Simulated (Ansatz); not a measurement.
Wavefunction ladder for `C=C(F)CCl`

```xyz
9

C     0.810    0.534   -1.064
C    -0.220    0.391   -0.250
F    -1.236    1.262   -0.278
C    -0.420   -0.693    0.736
Cl   -0.387   -0.075    2.413
H     0.851    1.351   -1.772
H     1.629   -0.169   -1.026
H     0.366   -1.439    0.643
H    -1.394   -1.163    0.598
```

The species carries charge 0 and has multiplicity 1. All single points use the PBE0-D4/def2-TZVP geometry. It is one conformer, not always the lowest. Frozen core, restricted reference, the Gaussian-basis code of Ansatz. CBS rows extrapolate triple and quadruple zeta; past MP2 they add the triple-zeta difference.

```
     basis     HF (Eh)  MP2 corr.  CCSD corr.       (T)  CCSD(T) total
  def2-SVP  -674.52786   -0.71797    -0.76253  -0.02159     -675.31198
def2-TZVPP  -674.94502   -0.92489    -0.96384  -0.03962     -675.94848
def2-QZVPP  -674.96732   -1.00024           –         –              –
 CBS(def2)  -674.97039   -1.05606    -1.09501     as TZ     -676.10502
```
